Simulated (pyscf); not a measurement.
Structures and frequencies: ωB97X-D3(BJ)/def2-SVP in PySCF.

SMILES: [SH][Mo]([F])(=[O])([F])[OH]
```xyz
8

O     -0.3836     0.3860     0.4032
Mo    -0.6890    -0.6666    -0.8143
O      0.9359    -0.6653    -1.6814
F     -0.5621    -2.4467    -0.3345
F     -2.5273    -0.8496    -0.6426
S     -1.3166     0.4848    -2.7906
H      1.1831    -0.9269    -2.5789
H     -2.6432     0.4731    -2.5642
```

Task: What is the homolytic dissociation enthalpy (298 K, ωB97M-D3(BJ)/def2-TZVP) of the Mo–S bond of `[O]=[Mo]([OH])([F])([F])[SH]`, to [O=Mo(OH)(F)–F]• + SH•?

Result: Mo–S to [O=Mo(OH)(F)–F]• + SH•: 43.4 kcal/mol. The 7 functionals that were run give +42.8 (M06-2X) to +56.5 kcal/mol (PBE). The radicals are drawn with the spin at the cut bond; how far it spreads was not checked. Other isomers of [O=Mo(OH)(F)–F]• were not searched in full and may lie lower. Left out: the spin-orbit lowering of SH. Open-shell species with a d-block atom are single-reference here; other states, and whether the spin sits on metal or ligand, were not checked. Elements past Kr carry the def2 core potentials, without spin-orbit coupling.
